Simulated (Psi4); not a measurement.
# One shape, several levels: SiNH4O (SMILES [NH][SiH2]O)

We compute a comparison of 4 runs (UHF/def2-SVP, UBOP/DZVP, UPBE0/def2-SVP, UMP2/6-311++G**) of SiNH4O. 

The calculation is run with Psi4 1.11.

3 further runs of the same task are left out: 3 set aside as unsound or not needed.

## (1) The system as given

SiNH4O: 7 atoms, total charge 0, spin state doublet. SMILES: `[NH][SiH2]O`. Geometry: relaxed at PBE0-D4/def2-TZVP. This is one conformer, not always the lowest.

Bond lengths: N1–Si2 1.741 Å, Si2–O3 1.637 Å, N1–H4 1.022 Å, Si2–H5 1.484 Å, Si2–H6 1.493 Å, O3–H7 0.959 Å. Angles: N1–Si2–O3 110.5°, N1–Si2–H5 113.2°, N1–Si2–H6 105.1°, O3–Si2–H5 105.4°, O3–Si2–H6 112.1°, Si2–N1–H4 114.4°, Si2–O3–H7 117.6°, H5–Si2–H6 110.7°.

## (2) Energy and gradient at UHF/def2-SVP (run 1)

The input, input.in:

```
memory 1600 mb

molecule system {
  0 2
  N     -1.219700    -0.362600     0.666700
  Si     0.116600     0.212100    -0.290000
  O      1.398500    -0.795100    -0.146900
  H     -2.101000     0.125500     0.496300
  H     -0.184300     0.263000    -1.742100
  H      0.414600     1.577200     0.236200
  H      1.636600    -1.088000     0.734200
  symmetry c1
  no_reorient
  no_com
}

set basis def2-SVP
set reference uhf
set puream true
set e_convergence 1e-09
set d_convergence 1e-08
set scf_type pk
set maxiter 200

energy_value, wavefunction = gradient('scf', return_wfn=True)
print_variables()
```

The run is started by

```bash
$ psi4 -n 1 input.in input.out
```

input.out:

```text
[...]
  Running in c1 symmetry.
[...]
  Nuclear repulsion =  110.722823444241286
[...]
  Multiplicity = 2
[...]
  Nalpha       = 17
  Nbeta        = 16
[...]
    Number of basis functions: 66
[...]
   @UHF iter   1:  -420.17382848920113   -8.17985e-01   8.28985e-03 DIIS/ADIIS
[...]
   @UHF iter  19:  -420.39016768813906   -9.09495e-13   4.69864e-09 DIIS
[...]
   @S^2 Observed:                7.575991992E-01
[...]
    Orbital Energies [Eh]
    ---------------------
    Alpha Occupied:
       1A    -68.790901     2A    -20.552608     3A    -15.581037
       4A     -6.156736     5A     -4.268334     6A     -4.267498
       7A     -4.267071     8A     -1.326179     9A     -1.138356
      10A     -0.757208    11A     -0.663303    12A     -0.600437
      13A     -0.566565    14A     -0.542532    15A     -0.514590
      16A     -0.462669    17A     -0.449965
    Alpha Virtual:
      18A      0.172038    19A      0.174202    20A      0.218499
      21A      0.245696    22A      0.265588    23A      0.294103
      24A      0.355684    25A      0.472762    26A      0.589341
[...]
  @UHF Final Energy:  -420.39016768813906
   => Energetics <=
    Nuclear Repulsion Energy =            110.7228234442412855
    One-Electron Energy =                -801.1591181961737220
    Two-Electron Energy =                 270.0461270637933922
    Total Energy =                       -420.3901676881390586
  UHF NO Occupations:
  HONO-2 :   15  A 1.9993116
  HONO-1 :   16  A 1.9977339
[...]
 Multipole Moments:
 ------------------------------------------------------------------------------------
     Multipole            Electronic (a.u.)      Nuclear  (a.u.)        Total (a.u.)
 ------------------------------------------------------------------------------------
 L = 1.  Multiply by 2.5417464519 to convert [e a0] to [Debye]
 Dipole X            :         -7.9685108            7.6503672           -0.3181435
 Dipole Y            :          9.9446219           -9.5467074            0.3979145
 Dipole Z            :          1.8106438           -1.5943619            0.2162818
 Magnitude           :                                                    0.5534700
[...]
  -Total Gradient:
     Atom            X                  Y                   Z
    ------   -----------------  -----------------  -----------------
       1        0.013366468070    -0.002290276098    -0.001266753612
       2       -0.004289324964    -0.008762384785     0.008686216728
       3       -0.006083477396     0.006902858869    -0.017813554597
       4       -0.006356487472     0.005216826666    -0.002336313366
       5        0.000905192113    -0.000819094993    -0.003838075656
       6        0.000126024044     0.003295588673     0.001897362874
       7        0.002331605605    -0.003543518330     0.014671117628
[...]
```

It took 4.2 s on 1 thread of Intel Xeon Platinum 8259CL at 2.50GHz (Skylake/Cascade Lake), shared host; peak memory 0.22 GiB.

## (3) Energy and forces at UBOP/DZVP (run 2)

The input, input.in:

```
memory 1600 MB

molecule molecule1 {
  0 2
  N     -1.219700    -0.362600     0.666700
  Si     0.116600     0.212100    -0.290000
  O      1.398500    -0.795100    -0.146900
  H     -2.101000     0.125500     0.496300
  H     -0.184300     0.263000    -1.742100
  H      0.414600     1.577200     0.236200
  H      1.636600    -1.088000     0.734200
  units angstrom
  no_reorient
  no_com
}

set globals {
  reference uks
  scf_type  pk
  soscf     true
}

gradient('bop/DZVP')
```

The run is started by

```bash
$ psi4 -n 1 input.in input.out
```

input.out, cut to the lines that bear on the results:

```text
[...]
  Running in c1 symmetry.
[...]
  Nuclear repulsion =  110.722823444241286
[...]
  Multiplicity = 2
[...]
  Nalpha       = 17
  Nbeta        = 16
[...]
    Number of basis functions: 54
[...]
   @UKS iter   1:  -421.22250376874501    4.66217e-02   1.99551e-02 DIIS/ADIIS
[...]
   @UKS iter   9:  -421.77757094628390   -4.08136e-11   9.93376e-09 SOKS, nmicro=conv
[...]
   @S^2 Observed:                7.525653718E-01
[...]
  @UKS Final Energy:  -421.77757094628390
   => Energetics <=
    Nuclear Repulsion Energy =            110.7228234442412855
    One-Electron Energy =                -801.4947405130433253
    Two-Electron Energy =                 306.7782342551078045
    DFT Exchange-Correlation Energy =     -37.7838881325896594
    Empirical Dispersion Energy =           0.0000000000000000
    VV10 Nonlocal Energy =                  0.0000000000000000
    Total Energy =                       -421.7775709462839018
[...]
 Multipole Moments:
 ------------------------------------------------------------------------------------
     Multipole            Electronic (a.u.)      Nuclear  (a.u.)        Total (a.u.)
 ------------------------------------------------------------------------------------
 L = 1.  Multiply by 2.5417464519 to convert [e a0] to [Debye]
 Dipole X            :         -7.8755812            7.6503672           -0.2252140
 Dipole Y            :         10.0136152           -9.5467074            0.4669078
 Dipole Z            :          1.7494051           -1.5943619            0.1550431
 Magnitude           :                                                    0.5410754
[...]
  -Total Gradient:
     Atom            X                  Y                   Z
    ------   -----------------  -----------------  -----------------
       1       -0.000198689433     0.007758525859    -0.008244696842
       2        0.010233662059    -0.011635009282     0.006012674057
       3       -0.014861130575     0.008780794703     0.014356568982
       4        0.010785098124    -0.004973560067     0.001178417989
       5       -0.000033557019    -0.001172530011     0.004105084987
       6       -0.000735620712    -0.004896086385    -0.001054308259
       7       -0.005229083089     0.006087993191    -0.016358588902
[...]
```

Wall time 32 s (1 thread of Intel Xeon Platinum 8259CL at 2.50GHz (Skylake/Cascade Lake), shared host); peak memory 0.45 GiB.

Run 3 isn't shown in full; the table further down has it.

## (4) A single-point energy at UMP2/6-311++G(d,p) (density fitting, density fitting for correlation, ddPCM chloroform) (run 4)

The input, h4nosi.xyz:

```xyz
7
H4NOSi
N     -1.219700    -0.362600     0.666700
Si     0.116600     0.212100    -0.290000
O      1.398500    -0.795100    -0.146900
H     -2.101000     0.125500     0.496300
H     -0.184300     0.263000    -1.742100
H      0.414600     1.577200     0.236200
H      1.636600    -1.088000     0.734200
```

The input, run.py:

```python
import numpy as np
from ase.calculators.psi4 import Psi4
from ase.io import read

a = read('h4nosi.xyz')
calc = Psi4(atoms=a, method='mp2', basis='6-311++G**', memory='1600MB', num_threads=1, charge=0, multiplicity=2, label='calc', reference='uhf')
calc.psi4.set_options({'scf_type': 'df', 'freeze_core': True, 'mp2_type': 'df', 'ddx': True, 'ddx_model': 'pcm', 'ddx_solvent': 'chloroform', 'ddx_radii_set': 'uff'})
a.calc = calc

print(f'energy: {a.get_potential_energy():.6f} eV')
```

The run is started by

```bash
$ python run.py
```

calc.dat:

```text
[...]
  Running in c1 symmetry.
[...]
  Nuclear repulsion =  110.722823444241286
[...]
  Multiplicity = 2
[...]
  Nalpha       = 17
  Nbeta        = 16
[...]
    Number of basis functions: 102
[...]
   @DF-UHF iter   1:  -420.37185180827180   -8.12437e-01   6.35986e-03 DIIS/ADIIS
[...]
   @DF-UHF iter  19:  -420.64393658262918    1.48361e-11   4.02415e-09 DIIS
[...]
   @S^2 Observed:                7.587870603E-01
[...]
    Orbital Energies [Eh]
    ---------------------
    Alpha Occupied:
       1A    -68.813091     2A    -20.564956     3A    -15.586975
       4A     -6.155884     5A     -4.264097     6A     -4.263183
       7A     -4.262765     8A     -1.354330     9A     -1.158290
      10A     -0.764726    11A     -0.669430    12A     -0.604392
      13A     -0.571411    14A     -0.549815    15A     -0.520431
      16A     -0.469402    17A     -0.453687
    Alpha Virtual:
      18A     -0.007670    19A      0.028000    20A      0.050475
      21A      0.077820    22A      0.095127    23A      0.109062
      24A      0.147260    25A      0.175248    26A      0.182961
[...]
  @DF-UHF Final Energy:  -420.64393658262918
   => Energetics <=
    Nuclear Repulsion Energy =            110.7228234442412855
    One-Electron Energy =                -801.4127433544729229
    Two-Electron Energy =                 270.0533759804348506
    DD Solvation Energy =                 -0.0073926528323788
    Total Energy =                       -420.6439365826291805
  UHF NO Occupations:
  HONO-2 :   15  A 1.9992121
[...]
 Multipole Moments:
 ------------------------------------------------------------------------------------
     Multipole            Electronic (a.u.)      Nuclear  (a.u.)        Total (a.u.)
 ------------------------------------------------------------------------------------
 L = 1.  Multiply by 2.5417464519 to convert [e a0] to [Debye]
 Dipole X            :          0.3141746           -0.7127236           -0.3985490
 Dipole Y            :         -0.9191386            1.4926884            0.5735499
 Dipole Z            :          0.3688384           -0.1816584            0.1871800
 Magnitude           :                                                    0.7230747
[...]
```

On the terminal:

```text
energy: -11458.535568 eV
```

Run time: 23 s. Hardware: 1 thread of Intel Xeon Platinum 8259CL at 2.50GHz (Skylake/Cascade Lake), shared host; peak memory 0.28 GiB.

## (5) All runs side by side

| run | level | symmetry | SCF convergence threshold | energy (Eh) | dipole moment (D) | HOMO energy (eV) | LUMO energy (eV) | wall time |
| --- | --- | --- | --- | --- | --- | --- | --- | --- |
| 1 | UHF/def2-SVP | c1 | 1e-09 | -420.390168 | 1.41 | -11.57 | 2.36 | 4.2 s |
| 2 | UBOP/DZVP | auto | – | -421.777571 | 1.38 | -6.30 | -4.76 | 32 s |
| 3 | UPBE0/def2-SVP | c1 | 1e-09 | -421.391108 | 1.20 | -7.82 | -3.10 | 26 s |
| 4 | UMP2/6-311++G** (density fitting, density fitting for correlation, ddPCM chloroform) | c1 | – | -421.093419 | – | -11.70 | -0.21 | 23 s |

## (6) Outcome

| quantity | value |
| --- | --- |
| run 4: total energy | -421.09342 Eh |
| run 4: HOMO energy (Hartree–Fock orbitals) (highest over α and β) | -11.70 eV |
| run 4: LUMO energy (Hartree–Fock orbitals) (lowest over α and β) | -0.21 eV |
| run 4: correlation energy (7 core orbitals frozen) | -449.5 mEh |
| run 4: solvent term in the energy | -19.4 kJ/mol |
| run 4: ⟨S²⟩ of the reference determinant | 0.759 |

In words: Over runs 1, 2, 3 the dipole moment (its size) runs from 1.20 D (UPBE0/def2-SVP) to 1.41 D (UHF/def2-SVP). Totals of different functionals can't be ranked against each other. All runs together took 84 s, the longest 32 s.
